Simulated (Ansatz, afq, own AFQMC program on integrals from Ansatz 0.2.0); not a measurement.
**BCl3, singlet in cc-pVDZ, levels against CCSDT(Q)**

```xyz
4

B     0.0000    0.0000    0.0000
Cl    1.7373    0.0131   -0.0001
Cl   -0.8800    1.4980   -0.0026
Cl   -0.8573   -1.5111    0.0027
```

Connectivity, by distances: Cl–B(–Cl)–Cl.

Basis cc-pVDZ. Noble-gas cores (and the filled d shells of Ga–Kr and In–Xe) are frozen. AFQMC by an in-house program on the Cholesky factors that Ansatz 0.2.0 writes for its CCSD(T) run. The CISD trial takes its coefficients from CCSD amplitudes. Released means that phaseless walkers are propagated on without the constraint, phases kept. Uncertainties: one standard error, sampling alone.

Determinant: RHF, the one that the program's search chose, which needn't be the lowest solution. The geometry is a point of a scan.

No full CI on the walks' own integrals is used here; CCSDT(Q) serves as the reference and is uncertain by about the last step of the cluster series.

The T1 diagnostic is 0.0116. The weight of the determinant in the CISD state is 0.818. The size of the correlated space is 24 electrons in 52 orbitals.

| level | correlation energy (eV) |
| --- | --- |
| MP2 | -13.2086 |
| CCSD | -14.1284 |
| CCSD(T) | -14.5003 |

(1) Estimate where AFQMC with the constraint released lies against CCSD(T) on the same integrals.

(1) 59.5 ± 6.7 meV below CCSD(T).

Reference: CCSDT(Q), correlation energy -14.550 eV. The released energy is read at 0.90 1/Eh (meV from the phaseless value at times in 1/Eh: -16 ± 8 at 0.21, -18 ± 8 at 0.42, -12 ± 6 at 0.63, -12 ± 7 at 0.90).

```tsv
level	E − E(reference) (meV)	share of correlation (%)
CCSD(T)	49.2	99.66
CCSDT	29.0	99.80
ph-AFQMC/CISD	1.8 ± 7.9	99.99
released AFQMC	-10.3 ± 6.7	100.07
```

A walk keeps the symmetry of its determinant, which the program's search chose and which needn't be the lowest solution, so a lower state of the same spin and another symmetry isn't excluded. Released energies are given only where the last usable release times agree within the noise; a slower fall can still hide under it.
